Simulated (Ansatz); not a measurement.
Job for Ansatz (a quantum-chemistry and plane-wave program): R-PBE0/def2-TZVPPD on H2O (SMILES O). Files ending in .json are basis or fitting sets from the Basis Set Exchange.

Ansatz 0.2 input:
```yaml
crystal:
  periodic: [false, false, false]
  atoms:
    - {symbol: O, position_ang: [2.23981900, 0.00002700, -0.08823100]}
    - {symbol: H, position_ang: [2.60088700, 0.76196300, 0.37705500]}
    - {symbol: H, position_ang: [2.60108700, -0.76172700, 0.37719400]}
basis:
  gaussian:
    orbitals: def2-TZVPPD.json
hamiltonian:
  xc: {name: PBE0}
scf: {lower_state_search: off}
```

The head of its log:

```
WARN ansatz: RAYON_NUM_THREADS=2 ignored (pool sized by the plan → 2); use --threads N
Functional definition: PBE0
these checks for a lower state are left out or cut short: stability, starts, cluster_reference, orbital_swaps, neighbouring_geometries, increment
integrals: 0.01 GiB planned
302 factors; their error is unknown
mean field: 0.12 GiB planned
mean field evaluation 1: about -2074.4810 eV, gradient 5.0e1 eV
mean field evaluation 2: about -2067.2326 eV, gradient 8.0e1 eV
```

Question: Give the final energy of this run.

Answer: -76.3833 hartree.
